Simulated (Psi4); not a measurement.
# doublet [SiH2F2]+ at 4 levels

We compute a comparison of 4 runs (UHF/STO-3G, UB3LYP/6-31G*, UTPSSh/aug-cc-pVDZ) of doublet [SiH2F2]+. 

The calculation is run with Psi4 1.11.

### 1 The system as given

[SiH2F2]+: 5 atoms, total charge +1, spin state doublet. As SMILES of the parent species, `F[SiH2]F`. The shape is that of a PBE0-D4/def2-TZVP optimisation. That shape belongs to the parent species and isn't relaxed for this state.

Bond lengths: F1–Si2 1.586 Å, Si2–F3 1.586 Å, Si2–H4 1.474 Å, Si2–H5 1.474 Å. Angles: F1–Si2–F3 108.0°, F1–Si2–H4 108.5°, F1–Si2–H5 108.5°, F3–Si2–H4 108.5°, F3–Si2–H5 108.5°, H4–Si2–H5 114.6°.

### 2 Energy and gradient at UHF/STO-3G (run 1)

File f2h2si.xyz:

```xyz
5
F2H2Si
F     -1.079010     0.538200     0.980720
Si    -0.005220    -0.000540    -0.054090
F      1.247630    -0.520590     0.766910
H     -0.590470    -1.138740    -0.786300
H      0.427070     1.121680    -0.907250
```

File job.py:

```python
import psi4

psi4.set_memory(2200000000)
psi4.set_num_threads(1)
psi4.set_output_file('psi4.out', False)

with open('f2h2si.xyz') as f:
    atoms = ''.join(f.readlines()[2:])
mol = psi4.geometry('1 2\n' + atoms + 'symmetry c1\nno_reorient\nno_com')

psi4.set_options({
    'basis': 'STO-3G',
    'reference': 'uhf',
    'puream': True,
    'e_convergence': 1e-09,
    'd_convergence': 1e-08,
    'scf_type': 'pk',
    'maxiter': 100,
})

result, w = psi4.gradient("scf", return_wfn=True)
psi4.oeprop(w, "LOWDIN_CHARGES", "QUADRUPOLE", "WIBERG_LOWDIN_INDICES")
print('gradient / Eh bohr^-1')
print(result.np.round(6))
print(f'energy = {w.energy():.10f} Eh')
for k, v in sorted(psi4.core.scalar_variables().items()):
    print(f'{k:45s} {v:18.10f}')
```

Run with:

```console
$ python job.py
```

psi4.out:

```text
[...]
  Running in c1 symmetry.
[...]
  Nuclear repulsion =  118.741930693433218
[...]
  Multiplicity = 2
[...]
  Nalpha       = 17
  Nbeta        = 16
[...]
    Number of basis functions: 21
[...]
   @UHF iter   1:  -482.37279988750993   -1.19539e+00   1.62798e-02 DIIS/ADIIS
[...]
   @UHF iter  21:  -482.50280738193459    2.33058e-12   4.61243e-09 DIIS
[...]
   @S^2 Observed:                7.850275470E-01
[...]
  @UHF Final Energy:  -482.50280738193459
   => Energetics <=
    Nuclear Repulsion Energy =            118.7419306934332184
    One-Electron Energy =                -901.4712810289245226
    Two-Electron Energy =                 300.2265429535567023
    Total Energy =                       -482.5028073819345877
  UHF NO Occupations:
  HONO-2 :   15  A 1.9925227
  HONO-1 :   16  A 1.9902122
[...]
  -Total Gradient:
     Atom            X                  Y                   Z
    ------   -----------------  -----------------  -----------------
       1        0.005749111552    -0.003073872095    -0.009061132227
       2        0.000514976145     0.000063872267     0.005377294649
       3       -0.007375045421     0.002898830939    -0.007850085996
       4        0.000872116364     0.000759177224     0.005728313559
       5        0.000238841359    -0.000648008335     0.005805610016
[...]
```

Standard output:

```text
gradient / Eh bohr^-1
[[ 5.749e-03 -3.074e-03 -9.061e-03]
 [ 5.150e-04  6.400e-05  5.377e-03]
 [-7.375e-03  2.899e-03 -7.850e-03]
 [ 8.720e-04  7.590e-04  5.728e-03]
 [ 2.390e-04 -6.480e-04  5.806e-03]]
energy = -482.5028073819 Eh
CURRENT ENERGY                                   -482.5028073819
CURRENT REFERENCE ENERGY                         -482.5028073819
DD SOLVATION ENERGY                                 0.0000000000
HF KINETIC ENERGY                                 475.5295405731
HF POTENTIAL ENERGY                              -958.0323479551
HF TOTAL ENERGY                                  -482.5028073819
HF VIRIAL RATIO                                     2.0146642137
NUCLEAR REPULSION ENERGY                          118.7419306934
ONE-ELECTRON ENERGY                              -901.4712810289
PCM POLARIZATION ENERGY                             0.0000000000
PE ENERGY                                           0.0000000000
SCF ITERATION ENERGY                             -482.5028073819
SCF ITERATIONS                                     21.0000000000
SCF TOTAL ENERGY                                 -482.5028073819
TWO-ELECTRON ENERGY                               300.2265429536
```

Wall time 1.8 s (1 thread of Intel Xeon 6975P-C (Granite Rapids), shared host); peak memory 0.18 GiB.

### 3 Energy and forces at UB3LYP/6-31G(d) (spherical functions) (run 2)

File input.json:

```json
{
  "schema_name": "qcschema_input",
  "schema_version": 1,
  "molecule": {
    "schema_name": "qcschema_molecule",
    "schema_version": 2,
    "symbols": ["F", "Si", "F", "H", "H"],
    "geometry": [-2.03903339, 1.0170506, 1.8532922, -0.00986437, -0.00102045, -0.10221529, 2.357679, -0.98377252, 1.44924986, -1.11582658, -2.15190673, -1.48589165, 0.80704534, 2.119668, -1.71445403],
    "molecular_charge": 1,
    "molecular_multiplicity": 2,
    "fix_symmetry": "c1"
  },
  "driver": "gradient",
  "model": {
    "method": "b3lyp",
    "basis": "6-31G*"
  },
  "keywords": {
    "reference": "uks",
    "puream": true,
    "e_convergence": 1e-09,
    "d_convergence": 1e-08,
    "scf_type": "pk",
    "dft_radial_points": 99,
    "dft_spherical_points": 590,
    "maxiter": 100
  }
}
```

Run with:

```console
$ psi4 --qcschema input.json -n 1 --memory 2200MB
```

stdout:

```text
[...]
  Running in c1 symmetry.
[...]
  Nuclear repulsion =  118.741930786793503
[...]
  Multiplicity = 2
[...]
  Nalpha       = 17
  Nbeta        = 16
[...]
    Number of basis functions: 50
[...]
   @UKS iter   1:  -489.95447032106506    4.05099e-02   8.80703e-03 ADIIS/DIIS
[...]
   @UKS iter  12:  -490.02631680742428   -1.87583e-12   4.35354e-09 DIIS
[...]
   @S^2 Observed:                7.587376448E-01
[...]
  @UKS Final Energy:  -490.02631680742428
   => Energetics <=
    Nuclear Repulsion Energy =            118.7419307867935032
    One-Electron Energy =                -907.6143473172239737
    Two-Electron Energy =                 333.0080720757612198
    DFT Exchange-Correlation Energy =     -34.1619723527550931
    Empirical Dispersion Energy =           0.0000000000000000
    VV10 Nonlocal Energy =                  0.0000000000000000
    Total Energy =                       -490.0263168074242799
[...]
  -Total Gradient:
     Atom            X                  Y                   Z
    ------   -----------------  -----------------  -----------------
       1        0.001110025451     0.000115458246     0.011494262440
       2       -0.006244790439    -0.000649411631    -0.064683642533
       3        0.001112807507     0.000114381092     0.011497598868
       4        0.009683336744     0.017253363476     0.019935051470
       5       -0.005661098753    -0.016833759628     0.021759699726
[...]
```

The result, in JSON:

```text
{
 "driver": "gradient",
 "model": {
  "method": "b3lyp",
  "basis": "6-31G*"
 },
 "success": true,
 "return_result": [0.0011100254508630836, 0.00011545824635222912, 0.011494262440293751, -0.006244790438961498, -0.0006494116312120623, -0.06468364253337866, 0.0011128075068380094, 0.00011438109189702839, 0.011497598868382877, 0.0096833367439247, 0.017253363476284228, 0.01993505146983788, -0.005661098752840585, -0.01683375962783426, 0.021759699726126444],
 "properties": {
  "calcinfo_nbasis": 50,
  "calcinfo_nmo": 50,
  "calcinfo_nalpha": 17,
  "calcinfo_nbeta": 16,
  "calcinfo_natom": 5,
  "nuclear_repulsion_energy": 118.7419307867935,
  "return_energy": -490.0263168074243,
  "return_gradient": [0.0011100254508630836, 0.00011545824635222912, 0.011494262440293751, -0.006244790438961498, -0.0006494116312120623, -0.06468364253337866, 0.0011128075068380094, 0.00011438109189702839, 0.011497598868382877, 0.0096833367439247, 0.017253363476284228, 0.01993505146983788, -0.005661098752840585, -0.01683375962783426, 0.021759699726126444],
  "scf_one_electron_energy": -907.614347317224,
  "scf_two_electron_energy": 333.0080720757612,
  "scf_xc_energy": -34.16197235275509,
  "scf_dipole_moment": [-0.17496100422335836, -0.018272253940840352, -1.8133238297902312],
  "scf_total_energy": -490.0263168074243,
  "scf_total_gradient": [0.0011100254508630836, 0.00011545824635222912, 0.011494262440293751, -0.006244790438961498, -0.0006494116312120623, -0.06468364253337866, 0.0011128075068380094, 0.00011438109189702839, 0.011497598868382877, 0.0096833367439247, 0.017253363476284228, 0.01993505146983788, -0.005661098752840585, -0.01683375962783426, 0.021759699726126444],
  "scf_iterations": 12
 }
}
```

It took 11 s on 1 thread of Intel Xeon 6975P-C (Granite Rapids), shared host; peak memory 0.59 GiB.

Run 3 isn't shown in full; the table further down has it.

### 4 Energy and gradient at UTPSSh/aug-cc-pVDZ (run 4)

File calc.in:

```
memory 2.2 GB

molecule m {
  1 2
  F
  Si 1 r2
  F 2 r3 1 a3
  H 2 r4 1 a4 3 d4
  H 2 r5 4 a5 1 d5

  r2 = 1.585591
  r3 = 1.5856
  a3 = 107.97573
  r4 = 1.474499
  a4 = 108.51585
  d4 = 117.43526
  r5 = 1.474495
  a5 = 114.61632
  d5 = -121.45526
  symmetry c1
}

set globals {
  basis                aug-cc-pVDZ
  reference            uks
  puream               true
  e_convergence        1e-09
  d_convergence        1e-08
  scf_type             pk
  dft_radial_points    99
  dft_spherical_points 590
  maxiter              100
}

energy_value, wavefunction = gradient('tpssh', return_wfn=True)
oeprop(wavefunction, 'MULLIKEN_CHARGES', 'MAYER_INDICES', 'LOWDIN_CHARGES', title='TPSSH')
```

Run with:

```console
$ psi4 calc.in calc.out -n 1
```

calc.out:

```text
[...]
  Running in c1 symmetry.
[...]
  Nuclear repulsion =  118.741904054613244
[...]
  Multiplicity = 2
[...]
  Nalpha       = 17
  Nbeta        = 16
[...]
    Number of basis functions: 91
[...]
   @UKS iter   1:  -489.99152436938977    8.10571e-02   5.07216e-03 DIIS/ADIIS
[...]
   @UKS iter  12:  -490.06529978822482   -4.77485e-12   5.14154e-09 DIIS
[...]
   @S^2 Observed:                7.610202849E-01
[...]
  @UKS Final Energy:  -490.06529978822482
   => Energetics <=
    Nuclear Repulsion Energy =            118.7419040546132436
    One-Electron Energy =                -907.2806160181260111
    Two-Electron Energy =                 336.6948220840420731
    DFT Exchange-Correlation Energy =     -38.2214099087540831
    Empirical Dispersion Energy =           0.0000000000000000
    VV10 Nonlocal Energy =                  0.0000000000000000
    Total Energy =                       -490.0652997882248201
[...]
  -Total Gradient:
     Atom            X                  Y                   Z
    ------   -----------------  -----------------  -----------------
       1       -0.000000145805    -0.008051763167     0.014449554173
       2       -0.000000021158     0.032549979060     0.023653575299
       3       -0.000000147016     0.011253299565    -0.012116162458
       4       -0.021619911993    -0.017881209504    -0.012997456793
       5        0.021620226573    -0.017881761126    -0.012997858007
[...]
```

It took 56 s on 1 thread of Intel Xeon 6975P-C (Granite Rapids), shared host; peak memory 1.3 GiB.

### 5 All runs side by side

| run | level | integration grid | Cartesian functions | energy (Eh) | HOMO energy (eV) | LUMO energy (eV) | ⟨S²⟩ | wall time |
| --- | --- | --- | --- | --- | --- | --- | --- | --- |
| 1 | UHF/STO-3G | – | no | -482.502807 | -16.52 | -9.47 | 0.785 | 1.8 s |
| 2 | UB3LYP/6-31G* (spherical functions) | 99 radial × 590 angular | no | -490.026317 | -18.56 | -15.47 | 0.759 | 11 s |
| 3 | UB3LYP/6-31G* (Cartesian functions) | 99 radial × 590 angular | yes | -490.030734 | -18.56 | -15.47 | 0.759 | 13 s |
| 4 | UTPSSh/aug-cc-pVDZ | 99 radial × 590 angular | no | -490.065300 | -18.15 | -15.62 | 0.761 | 56 s |

### 6 Results

```
                                 quantity          value
                      run 4: total energy  -490.06530 Eh
run 4: HOMO energy (highest over α and β)      -18.15 eV
 run 4: LUMO energy (lowest over α and β)      -15.62 eV
                              run 4: ⟨S²⟩          0.761
          run 4: largest force on an atom     2.069 eV/Å
```

In words: Totals of different functionals can't be ranked against each other. In run 1 the basis is minimal, so the values are rough. All runs together took 83 s, the longest 56 s.
